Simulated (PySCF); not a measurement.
# CH₄: tetrahedral to square-planar path

Method: PBE0/[C def2-TZVP, H def2-TZVP], no relativity, density fitting, PySCF.

Rigid scan from the singlet minimum (C–H 1.090 Å (×4); H–C–H 109.5° (×6)). Coordinate: D2d path, angle between each bond and the S4 axis (54.74 tetrahedral, 90 square planar), bonds fixed. Energies in kJ/mol from the minimum.

Predict the curve at 45.0, 50.0, 54.7, 60.0, 66.0, 72.0, 78.0, 84.0, 90.0.


```json
{"angle of the bonds to the S4 axis (°)": "45.0", "E (kJ/mol)": "61.0"}
{"angle of the bonds to the S4 axis (°)": "50.0", "E (kJ/mol)": "14.2"}
{"angle of the bonds to the S4 axis (°)": "54.7", "E (kJ/mol)": "0.0"}
{"angle of the bonds to the S4 axis (°)": "60.0", "E (kJ/mol)": "17.0"}
{"angle of the bonds to the S4 axis (°)": "66.0", "E (kJ/mol)": "76.1"}
{"angle of the bonds to the S4 axis (°)": "72.0", "E (kJ/mol)": "174.5"}
{"angle of the bonds to the S4 axis (°)": "78.0", "E (kJ/mol)": "306.0"}
{"angle of the bonds to the S4 axis (°)": "84.0", "E (kJ/mol)": "455.5"}
{"angle of the bonds to the S4 axis (°)": "90.0", "E (kJ/mol)": "555.8"}
```

With the bonds held, the square planar shape lies 555.8 kJ/mol from the minimum.

Other isomers or separated fragments may lie lower.
